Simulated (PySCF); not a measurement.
# C4H6O2 (2,3-Butanedione): the cost of one run

Computed with PySCF 2.14.0, with density-fitted response routines of our own, on a single molecule in the gas phase. Atoms are numbered from 0 throughout.

## (1) The molecule as given

12 atoms, charge 0, multiplicity 1; geometry from: GFN2-xTB. The atoms were then displaced at random by about 0.01 Å, so the start is not that level's minimum.

Bonds of the start (Å): C0–C1 1.47, C1–O2 1.20, C1–C3 1.57, C3–C4 1.46, C3–O5 1.21, C0–H6 1.11, C0–H7 1.09, C0–H8 1.06, C4–H9 1.07, C4–H10 1.09, C4–H11 1.11.

## (2) Optimising the geometry at PBE0-D3(BJ)/def2-TZVP

Job settings and geometry (Å):

```
{"job": {"xc": "PBE0", "basis": "def2-TZVP", "d3": "d3bj", "grid": 2, "shake": 0.01, "kind": "geom"}, "charge": 0, "multiplicity": 1}
C     -1.875370     0.198780    -0.047250
C     -0.558110     0.046910     0.580980
O     -0.312750     0.281330     1.728090
C      0.557120    -0.473850    -0.388140
C      1.906740    -0.031350    -0.057560
O      0.226070    -1.182680    -1.314210
H     -1.839050     1.057900    -0.748880
H     -2.642510     0.423470     0.692480
H     -2.132700    -0.662470    -0.609490
H      2.647900    -0.589180    -0.597800
H      1.992080     1.031200    -0.278960
H      2.070240    -0.128330     1.031730
```

Command:

```sh
$ OMP_NUM_THREADS=2 python probes_run.py task.json out
```

One launch serves the whole session: the jobs run in the order shown.

**Question.** How long does this first job take on 2 threads of Intel Xeon at 2.50GHz, shared host, and how much memory does it need?

About 4.1 min, with a peak of 1.1 GiB.
